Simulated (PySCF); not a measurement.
## How the method moves the HOMO and LUMO of `ClC=C1CCC1`

Species: C₅H₇Cl.
Structure used (PBE0-D3(BJ)/def2-SVP), in Å, numbered top down from 1:
```
atom  x, y, z in Å
Cl1    3.012   -1.133    0.657
C2     1.940    0.223    0.554
C3     0.682    0.091    0.144
C4    -0.145   -1.085   -0.306
C5    -1.343   -0.121   -0.504
C6    -0.460    1.067   -0.042
H7     2.388    1.173    0.852
H8     0.228   -1.577   -1.218
H9    -0.279   -1.865    0.461
H10   -2.205   -0.326    0.146
H11   -1.703   -0.046   -1.539
H12   -0.282    1.843   -0.804
H13   -0.792    1.570    0.880
```

Basis pcSseg-1 throughout (PySCF), one geometry. Geometry: PBE0-D3(BJ)/def2-SVP; no solvent, vibrations or thermal averaging.

Question: How do the orbital energies, the gap and the dipole change with the method?

Answer: 
```csv
method,kind,HOMO (eV),LUMO (eV),gap (eV),μ (D),SCF cycles
BLYP,GGA,-5.54,-0.88,4.66,1.88,14
B97-D,GGA,-5.68,-0.94,4.73,1.95,15
OPBE,GGA,-5.70,-0.97,4.73,1.96,15
PBE,GGA,-5.70,-1.03,4.68,1.93,14
KT2,GGA,-5.74,-1.02,4.72,1.95,15
KT3,GGA,-5.76,-1.02,4.74,1.90,14
BP86,GGA,-5.81,-1.11,4.70,1.97,14
LDA,LDA,-5.83,-1.20,4.62,2.00,14
B97-2,global hybrid,-6.63,-0.15,6.48,2.07,13
B3LYP,global hybrid,-6.64,-0.30,6.34,2.01,14
PBE0,global hybrid,-6.86,-0.09,6.77,2.08,13
mPW1PW91,global hybrid,-6.90,-0.11,6.78,2.08,12
BHandHLYP,global hybrid,-7.87,0.98,8.85,2.16,12
CAM-B3LYP,range-separated hybrid,-8.15,1.05,9.20,2.08,12
wB97X-D,range-separated hybrid,-8.71,1.69,10.40,2.16,13
HF,Hartree–Fock,-9.37,3.59,12.96,2.37,11
LC-wPBE,range-separated hybrid,-9.53,2.15,11.68,2.17,13
```

The HOMO spans 3.99 eV, from BLYP down to LC-wPBE, and the gap runs from 4.62 eV (LDA) to 12.96 eV (HF). Over the methods BLYP (0 %), B97-D (0 %), OPBE (0 %), PBE (0 %), KT2 (0 %), KT3 (0 %), BP86 (0 %), LDA (0 %), B97-2 (21 %), B3LYP (20 %), PBE0 (25 %), mPW1PW91 (25 %), BHandHLYP (50 %), HF (100 %), a straight line through the gap against the share of exact exchange rises by 0.83 eV for each 10 % (correlation coefficient 1.000). The dipole ranges from 1.88 D (BLYP) to 2.37 D (HF). This basis has no diffuse functions.
